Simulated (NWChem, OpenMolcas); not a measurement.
How basis sets differ on C2H3F3 (1,1,2-trifluoroethane)

C2H3F3: 8 atoms, total charge 0, spin state singlet. SMILES: `FCC(F)F`. The shape is that of a PBE0-D4/def2-TZVP optimisation. This is one conformer, not always the lowest.

Each level gives the vertical ionisation energy (to the doublet cation) (eV). The values are calculated.

| level | kind | program | value (eV) |
| --- | --- | --- | --- |
| B3LYP/3-21G | global hybrid | NWChem | 11.65 |
| B3LYP/6-311G** | global hybrid | NWChem | 12.18 |
| B3LYP/6-31G* (spherical functions) | global hybrid | NWChem | 11.88 |
| B3LYP/6-31G** (spherical functions) | global hybrid | NWChem | 11.87 |
| B3LYP/STO-3G | global hybrid | NWChem | 8.12 |
| B3LYP/6-31G | global hybrid | NWChem | 12.20 |
| B3LYP/6-31G* (Cartesian functions) | global hybrid | OpenMolcas | 11.89 |
| B3LYP/def2-SVP | global hybrid | OpenMolcas | 12.13 |

The values span 8.12 to 12.20 eV. Without the sets that lack polarisation functions the rows with a basis span only 11.87 to 12.18 eV.
